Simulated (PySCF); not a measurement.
Cartesian coordinates (Å):
```xyz
6

C     -0.4634     0.0271    -0.0099
C      0.9664    -0.1328    -0.4235
O      1.9396    -0.0952     0.2346
H     -0.5508     0.1935     1.0676
H     -0.8922     0.8648    -0.5632
H     -1.0132    -0.8680    -0.3063
```
Charge 0, spin multiplicity 2.

**Question.** Estimate the total energy, highest occupied spin orbital and dipole moment that PBE0-D4/def2-TZVP (PySCF) returns for this input.

**Answer.** 
The total energy is -153.0674 Ha and the highest occupied spin orbital is -5.75 eV. The dipole moment is 0.536 e·Å.
